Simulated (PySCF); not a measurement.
# Stretching P2

Set-up: P aug-pcseg-1; no relativity (PySCF 2.14). Energies in eV from P + P in their ground configurations at the same level. State: ¹Σg⁺ (singlet), closed shell.

All columns are B3LYP.

```
R (Å)  E (eV)  HOMO (eV)  LUMO (eV)  Mayer bond order  ⟨S²⟩
1.630  -2.679      -7.98      -1.97              2.45  0.00
1.706  -3.831      -8.08      -2.23              2.48  0.00
1.781  -4.483      -8.15      -2.48              2.51  0.00
1.838  -4.727      -8.07      -2.66              2.55  0.00
1.895  -4.812      -7.93      -2.83              2.59  0.00
1.952  -4.774      -7.79      -3.00              2.63  0.00
2.028  -4.580      -7.62      -3.21              2.68  0.00
2.122  -4.181      -7.43      -3.45              2.75  0.00
2.236  -3.565      -7.24      -3.72              2.83  0.00
2.388  -2.857      -7.29      -3.54              1.91  0.93
```

The closed-shell solution turns unstable on stretching: from about 2.39 Å a spin-polarised solution lies lower.

⟨S²⟩ of the unrestricted solution departs from its pure value on part of the curve, where spin states mix.
